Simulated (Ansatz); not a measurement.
hcp Ti was calculated with Hartree–Fock in Ansatz (plane waves, PAW).

Output (set-up and result lines):

```
Relaxation: its limit of steps is 80 (relax.max_steps)
Crystal: 2 atoms, lattice volume = 37.134 Å³
Basis set: ecut = 460 eV, 833 PW (Γ), exchange–correlation on 48×48×72 points (8 copies of the dense FFT grid, shifted against one another)
Bands: 16, of which v1, the nominal top of the filled ones, is band 12 counted from 1 (11 counted from 0)
Symmetry: 24 space group operations
Space group: P63/mmc (ITA 194), of the structure as read, at distance tolerance 3.3e-5 Å
k-points: 76 of 864
Functional: x = pbe(κ = 0.804, μ = 0.2195149727645171), c = none, warm-up for x = 0 pbe(κ = 0.804, μ = 0.2195149727645171) + 1 exact, c = none
SCF iter   1: F=—  HF=-4947.302995 eV  |F-HF|=—  |Δ(HF+E_count)|=         —  Δρ=6.47e-3  dr2=6.26e-3
SCF iter   2: F=—  HF=-4947.303017 eV  |F-HF|=—  |Δ(HF+E_count)|=   2.16e-5  Δρ=3.07e-3  dr2=1.47e-3
  ...
SCF 1 converged in 11 iterations: F = -4947.304368 eV  dr2 = 8.59e-13
Crystal: 2 atoms, lattice volume = 37.134 Å³
Initial density: handed on by an earlier stage of this run
Functional: x = 0 pbe(κ = 0.804, μ = 0.2195149727645171) + 1 exact, c = none
  ...
Crystal: 2 atoms, lattice volume = 37.134 Å³
SCF 19 converged in 4 iterations: F = -4945.854947 eV  dr2 = 7.29e-12
Crystal: 2 atoms, lattice volume = 37.134 Å³
SCF 20 converged in 9 iterations: F = -4945.854947 eV  dr2 = 8.10e-15
Crystal: 2 atoms, lattice volume = 37.134 Å³
Crystal: 2 atoms, lattice volume = 37.134 Å³
Crystal: 2 atoms, lattice volume = 37.134 Å³
Crystal: 2 atoms, lattice volume = 37.134 Å³
Crystal: 2 atoms, lattice volume = 37.134 Å³
SCF 25 converged in 11 iterations: F = -4945.855304 eV  dr2 = 1.95e-14
Crystal: 2 atoms, lattice volume = 37.134 Å³
SCF 26 converged in 7 iterations: F = -4945.855287 eV  dr2 = 7.34e-12
Crystal: 2 atoms, lattice volume = 37.134 Å³
SCF iter   1: F=—  HF=-4945.855287 eV  |F-HF|=—  |Δ(HF+E_count)|=         —  Δρ=1.68e-7  dr2=1.01e-11
SCF iter   2: F=-4945.855287 eV  HF=-4945.855287 eV  |F-HF|=1.82e-12  |Δ(HF+E_count)|=  4.55e-12  Δρ=7.29e-8  dr2=6.51e-12
SCF 27 converged in 2 iterations: F = -4945.855287 eV  dr2 = 6.51e-12
Free energy (F): -4945.855287 eV
Internal energy: -4945.854885 eV  (E = F + TS)
E sigma→0 (E₀):  -4945.855086 eV
Fermi energy:    15.066186 eV
--- Forces (eV/Å), atoms counted from 1 ---
  atom   1  Ti     0.00000000     0.00000000     0.00000000
  atom   2  Ti    -0.00000000     0.00000000     0.00000000
--- Stress (GPa, compression-positive) ---
       -3.554695      -0.000000       0.000000
        0.000000      -3.554695       0.000000
        0.000000       0.000000      -3.554250
  P = ⅓ Tr σ = -3.5545 GPa (-35.545 kbar)
```

Problem. Write an input file that could have produced this run (the log leaves some choices open).

Solution. This is not unique; one that fits is 
Ansatz 0.2 input:
```yaml
crystal:
  lattice:
    - [1.5029297545, -2.6031506949, 0.0]
    - [1.5029297545, 2.6031506949, 0.0]
    - [0.0, 0.0, 4.7457012298]
  atoms:
    - { symbol: Ti, position: [0.3333333333, 0.6666666667, 0.25] }
    - { symbol: Ti, position: [0.6666666667, 0.3333333333, 0.75] }
basis:
  ecutwfc: 460
  ecutrho_ratio: 4
  xc_grid: 2
kpoints:
  mp_grid: { grid: [12, 12, 6] }
hamiltonian:
  xc: hf
  dispersion: none
  pseudopotentials: { kind: paw }
scf:
  occupations: { method: fermi_dirac, width: 0.05 }
output:
  forces: true
  stress: true
  eigenvalues: true
relax:
  f_tol: 0.01
  escape_saddle: false
  max_steps: 80
  cell: { stress_tol: 0.05, fix: [volume] }
```

The cell is one volume of an energy–volume scan, off the minimum.

The PAW data were made under PBE.

Cost on a shared machine: about 40 core-minutes (a rough figure).

Ansatz is an electronic-structure program.
